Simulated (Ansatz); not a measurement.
Ansatz (an electronic-structure program) input (B3LYP-D3(BJ)/def2-TZVP):

Ansatz 0.2 input:
```yaml
crystal:
  periodic: [false, false, false]
  atoms:
    - {symbol: C, position_ang: [-0.69163696, 0.51591466, -0.00131968]}
    - {symbol: C, position_ang: [0.49995726, 0.00574261, 0.00544637]}
    - {symbol: F, position_ang: [-1.89015407, -0.03540845, 0.00766474]}
    - {symbol: H, position_ang: [0.69155144, -1.06677787, 0.02047574]}
    - {symbol: H, position_ang: [1.36633104, 0.64125970, -0.00442057]}
basis:
  gaussian:
    orbitals: def2-TZVP
hamiltonian:
  xc: b3lyp
  dispersion: d3bj
magnetization: {spin_polarized: true, initial_magnetization: 1}
relax: {f_tol: 0.002, max_steps: 150}
```

Output:

```
Functional definition: B3LYP
integrals: 0.02 GiB planned
604 factors; their error is unknown
mean field: 0.31 GiB planned
mean field evaluation 1: about -4816.8728 eV, gradient 3.5e1 eV
mean field evaluation 2: about -4812.9802 eV, gradient 4.2e1 eV
mean field evaluation 4: about -4822.3040 eV, gradient 2.3e0 eV
mean field evaluation 8: about -4822.3301 eV, gradient 2.5e-1 eV
mean field evaluation 16: about -4822.3306 eV, gradient 8.6e-5 eV
mean field -4822.33055152 eV, -177.2173790753 hartree, gradient 8.6e-5 eV, S^2 0.759020; 0 other end points of the search recorded, 0 dependent functions left out
the calculation of the forces begins
reference -4822.33073561 eV, -177.2173858406 hartree; 12, 11 occupied and 93, 94 virtual orbitals, 604 factors
relax step   1: F+E_penalty+E_count = -4822.42048757 eV  Δ(F+E_penalty+E_count) = +0.000e0 eV  max|allowed force component| = 9.944e-1 eV/Å  Δτ_max = 0.0000 Å  (30 SCF iters, accepted)
these checks for a lower state are left out or cut short: starts, cluster_reference, orbital_swaps, neighbouring_geometries, increment
integrals: 0.02 GiB planned
604 factors; their error is unknown
mean field: 0.31 GiB planned
mean field -4822.34103824 eV, -177.2177644551 hartree, gradient 7.4e-6 eV, S^2 0.759322; 0 other end points of the search recorded, 0 dependent functions left out
the calculation of the forces begins
reference -4822.34122240 eV, -177.2177712229 hartree; 12, 11 occupied and 93, 94 virtual orbitals, 604 factors
relax step   2: F+E_penalty+E_count = -4822.43101739 eV  Δ(F+E_penalty+E_count) = -1.053e-2 eV  max|allowed force component| = 3.778e-1 eV/Å  Δτ_max = 0.0127 Å  (37 SCF iters, accepted)
these checks for a lower state are left out or cut short: starts, cluster_reference, orbital_swaps, neighbouring_geometries, increment
integrals: 0.02 GiB planned
604 factors; their error is unknown
mean field: 0.31 GiB planned
mean field -4822.34509229 eV, -177.2179134386 hartree, gradient 8.3e-6 eV, S^2 0.759479; 0 other end points of the search recorded, 0 dependent functions left out
the calculation of the forces begins
reference -4822.34527650 eV, -177.2179202084 hartree; 12, 11 occupied and 93, 94 virtual orbitals, 604 factors
relax step   3: F+E_penalty+E_count = -4822.43521491 eV  Δ(F+E_penalty+E_count) = -4.198e-3 eV  max|allowed force component| = 6.050e-2 eV/Å  Δτ_max = 0.0230 Å  (36 SCF iters, accepted)
these checks for a lower state are left out or cut short: starts, cluster_reference, orbital_swaps, neighbouring_geometries, increment
integrals: 0.02 GiB planned
604 factors; their error is unknown
mean field: 0.31 GiB planned
mean field evaluation 32: about -4822.3413 eV, gradient 4.6e-4 eV
mean field -4822.34527474 eV, -177.2179201438 hartree, gradient 9.1e-6 eV, S^2 0.759490; 0 other end points of the search recorded, 0 dependent functions left out
the calculation of the forces begins
reference -4822.34545902 eV, -177.2179269158 hartree; 12, 11 occupied and 93, 94 virtual orbitals, 604 factors
relax step   4: F+E_penalty+E_count = -4822.43540541 eV  Δ(F+E_penalty+E_count) = -1.905e-4 eV  max|allowed force component| = 2.232e-2 eV/Å  Δτ_max = 0.0053 Å  (37 SCF iters, accepted)
these checks for a lower state are left out or cut short: starts, cluster_reference, orbital_swaps, neighbouring_geometries, increment
integrals: 0.02 GiB planned
604 factors; their error is unknown
mean field: 0.31 GiB planned
mean field -4822.34524856 eV, -177.2179191814 hartree, gradient 1.0e-5 eV, S^2 0.759501; 0 other end points of the search recorded, 0 dependent functions left out
the calculation of the forces begins
reference -4822.34543279 eV, -177.2179259521 hartree; 12, 11 occupied and 93, 94 virtual orbitals, 604 factors
relax step   5: F+E_penalty+E_count = -4822.43539242 eV  Δ(F+E_penalty+E_count) = +1.299e-5 eV  max|allowed force component| = 2.296e-2 eV/Å  Δτ_max = 0.0034 Å  (37 SCF iters, rejected (line search))
these checks for a lower state are left out or cut short: starts, cluster_reference, orbital_swaps, neighbouring_geometries, increment
integrals: 0.02 GiB planned
604 factors; their error is unknown
mean field: 0.31 GiB planned
mean field -4822.34529206 eV, -177.2179207800 hartree, gradient 9.9e-6 eV, S^2 0.759501; 0 other end points of the search recorded, 0 dependent functions left out
the calculation of the forces begins
reference -4822.34547630 eV, -177.2179275507 hartree; 12, 11 occupied and 93, 94 virtual orbitals, 604 factors
relax step   6: F+E_penalty+E_count = -4822.43543399 eV  Δ(F+E_penalty+E_count) = -2.857e-5 eV  max|allowed force component| = 4.042e-4 eV/Å  Δτ_max = 0.0014 Å  (36 SCF iters, accepted)
integrals: 0.02 GiB planned
604 factors; their error is unknown
mean field: 0.31 GiB planned
mean field evaluation 64: about -4822.3404 eV, gradient 3.4e-1 eV
mean field -4822.34529206 eV, -177.2179207800 hartree, gradient 9.7e-6 eV, S^2 0.759501; 1 other end points of the search recorded, 0 dependent functions left out
the calculation of the forces begins
reference -4822.34547630 eV, -177.2179275507 hartree; 12, 11 occupied and 93, 94 virtual orbitals, 604 factors
Total energy: -4822.43561823 eV, -177.2212402056 hartree
Atom 0 at    -0.693319     0.526867    -0.001304 Å, force     0.000244     0.000143    -0.000094 eV/Å
Atom 1 at     0.509742     0.008712     0.005263 Å, force    -0.000404    -0.000044    -0.000050 eV/Å
Atom 2 at    -1.866802    -0.057843     0.007879 Å, force     0.000091    -0.000186     0.000076 eV/Å
Atom 3 at     0.650047    -1.068675     0.020597 Å, force    -0.000099     0.000013    -0.000005 eV/Å
Atom 4 at     1.376381     0.651669    -0.004588 Å, force     0.000169     0.000074     0.000073 eV/Å
Dipole moment:     0.206547    -0.059304     0.000698 e Å
```

It need not be the lowest isomer of its formula.
